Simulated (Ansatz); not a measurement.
Geometry optimisation, Ansatz, UKS LDA/def2-SVP.

Input:

```yaml
crystal:
  periodic: [false, false, false]
  atoms:
    - { symbol: F, position_ang: [-0.53076, -2.3025, 0.58567] }
    - { symbol: B, position_ang: [0.27264, -1.27665, 0.6371] }
    - { symbol: Si, position_ang: [0.0679, 0.49502, -0.15145] }
    - { symbol: H, position_ang: [-1.12783, 0.83987, -0.94428] }
    - { symbol: H, position_ang: [1.2046, 0.74625, -1.04954] }
    - { symbol: H, position_ang: [0.11345, 1.498, 0.92251] }
magnetization:
  spin_polarized: true
  initial_magnetization: 1
basis:
  gaussian: { orbitals: def2-SVP }
hamiltonian:
  xc: lda
relax:
  f_tol: 0.02
  max_steps: 50
output:
  orbitals: {}
```

Run as:

```bash
$ ansatz run input.yaml --threads 1 --pin off --max-ram 2048MiB --backend cpu --events-out ev --progress --plain --runs-dir out
```

Where does it end, and by what steps?

The run converged. After 5 steps the energy has fallen by 0.087 eV; H4 moved furthest, 0.08 Å.

```json
{"step": "0", "energy less start (eV)": "0.0000", "largest force component (eV/Å)": "0.919", "accepted": "yes"}
{"step": "1", "energy less start (eV)": "-0.0791", "largest force component (eV/Å)": "0.430", "accepted": "yes"}
{"step": "2", "energy less start (eV)": "-0.0811", "largest force component (eV/Å)": "0.232", "accepted": "yes"}
{"step": "3", "energy less start (eV)": "-0.0865", "largest force component (eV/Å)": "0.024", "accepted": "yes"}
{"step": "4", "energy less start (eV)": "-0.0864", "largest force component (eV/Å)": "0.123", "accepted": "no"}
{"step": "5", "energy less start (eV)": "-0.0866", "largest force component (eV/Å)": "0.002", "accepted": "yes"}
```

```xyz
6
Properties=species:S:1:pos:R:3
F -0.508 -2.335 0.610
B 0.259 -1.290 0.635
Si 0.043 0.534 -0.180
H -1.197 0.856 -0.988
H 1.260 0.733 -1.048
H 0.143 1.503 0.971
```

Whether the end is a true minimum wasn't checked by a vibrational analysis.

The run took 16 s on 1 thread of AMD EPYC (Zen 3), with other jobs on the host, peak memory 0.14 GiB.
